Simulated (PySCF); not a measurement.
Species: C3H2Cl2O.
InChI=1S/C3H2Cl2O/c4-1-3(5)2-6/h1H2

Theory: EOM-IP-CCSD/aug-cc-pVDZ in PySCF, restricted Hartree–Fock reference, frozen core, non-relativistic, gas phase, PBE0-D3(BJ)/def2-SVP geometry.

The vertical ionisation energies are 9.16, 11.26, 11.33, 12.14, 12.92, 14.66, 14.78, 15.50 eV.

Question: Which Hartree–Fock orbital leads each hole, and what is its Koopmans value −ε?

Answer: 
```json
{"leading hole (HF orbital)": "HOMO", "Koopmans (eV)": "9.89", "EOM-IP-CCSD (eV)": "9.16", "change (eV)": "-0.73", "one-hole share": "0.96"}
{"leading hole (HF orbital)": "HOMO-1", "Koopmans (eV)": "12.22", "EOM-IP-CCSD (eV)": "11.26", "change (eV)": "-0.96", "one-hole share": "0.95"}
{"leading hole (HF orbital)": "HOMO-2", "Koopmans (eV)": "12.34", "EOM-IP-CCSD (eV)": "11.33", "change (eV)": "-1.01", "one-hole share": "0.95"}
{"leading hole (HF orbital)": "HOMO-3", "Koopmans (eV)": "13.19", "EOM-IP-CCSD (eV)": "12.14", "change (eV)": "-1.05", "one-hole share": "0.95"}
{"leading hole (HF orbital)": "HOMO-4", "Koopmans (eV)": "14.06", "EOM-IP-CCSD (eV)": "12.92", "change (eV)": "-1.14", "one-hole share": "0.95"}
{"leading hole (HF orbital)": "HOMO-5", "Koopmans (eV)": "15.79", "EOM-IP-CCSD (eV)": "14.66", "change (eV)": "-1.13", "one-hole share": "0.94"}
{"leading hole (HF orbital)": "HOMO-6", "Koopmans (eV)": "15.92", "EOM-IP-CCSD (eV)": "14.78", "change (eV)": "-1.14", "one-hole share": "0.94"}
{"leading hole (HF orbital)": "HOMO-7", "Koopmans (eV)": "16.99", "EOM-IP-CCSD (eV)": "15.50", "change (eV)": "-1.49", "one-hole share": "0.93"}
```

Question: Does the order of the lines follow the orbital energies?

Answer: Yes, no two lines change places. The corrections run from -1.49 to -0.73 eV, with a mean of -1.08 eV over the 8 lines; no line lies above its Koopmans value.

Question: At what kinetic energies would He I light (21.22 eV) eject these electrons?

Answer: 12.06 eV (HOMO), 9.96 eV (HOMO-1), 9.89 eV (HOMO-2), 9.08 eV (HOMO-3), 8.30 eV (HOMO-4), 6.56 eV (HOMO-5), 6.44 eV (HOMO-6), 5.72 eV (HOMO-7).

Question: What total energy has the lowest final state, and which wavelength reaches it?

Answer: E(CCSD) + ionisation energy = -1109.54118 + 0.33679 = -1109.20439 Eh, at the geometry of the initial state. The threshold wavelength is 1239.84 eV nm/9.16 eV = 135.4 nm.

Lines less than 0.15 eV apart could change places at a higher level. One root was sought for each valence orbital with −ε under 21 eV, eight at most, so deeper holes and satellites are missing; no vibrational structure.

Shape of the structure used: `[O:1]=[C:2]=[C:3]([Cl:4])[CH2:5][Cl:6]`: C2–C3–C5–Cl6 104°.

One conformer stands for the species.
